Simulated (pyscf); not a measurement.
5 gas-phase steps of one pattern: four-centre exchange on the singlet surface, C–H + O–Si or C–H + O–Sn or C–H + S–Sn broken and C–Si + H–O or C–Sn + H–O or C–Sn + H–S formed. Optimised with ωB97X-D3(BJ)/def2-SVP in PySCF. Electronic energies in kJ/mol, from the separated reactants; ΔE‡ and ΔE at ωB97M-D3(BJ)/def2-TZVP. Rows were drawn at random from the steps of this pattern with a verified saddle, stable references and no exit in the data more than 5 kcal/mol lower.

```csv
row,step,ΔE,ΔE‡
1,CH₄ + HO–SnH₃ → H₃C–SnH₃ + H₂O,+40.8,204.2
2,CH₄ + HS–SnH₃ → H₃C–SnH₃ + H₂S,+81.9,269.3
3,HO–SiH₃ + H₃C–SiH₃ → H₃Si–CH₂–SiH₃ + H₂O,+85.7,?
4,CH₄ + H₃C–Si(CH₃)(OH)–OH → H₃C–Si(CH₃)(CH₃)–OH + H₂O,+117.9,294.3
5,HO–SiH₃ + F–CH₂–F → F–CH(F)–SiH₃ + H₂O,+119.7,291.8
```

### Question
Fit ΔE‡ = a + b·ΔE to the other rows and predict row 3.

### Answer
Over the 4 complete rows the means are +90.1 (ΔE) and 264.9 (ΔE‡); least squares gives b = 1.10 and a = 165.8 kJ/mol, with residuals of 8.0 kJ/mol (root mean square; largest 13.4, row 2). For row 3: 165.8 + 1.10 × (+85.7) = 260.1 kJ/mol. The computed barrier is 267.4 kJ/mol, 7.3 over the line. The line follows the complete rows closely. Each barrier is that of the saddle found. Elements past Kr carry the def2 core potentials, without spin-orbit coupling.
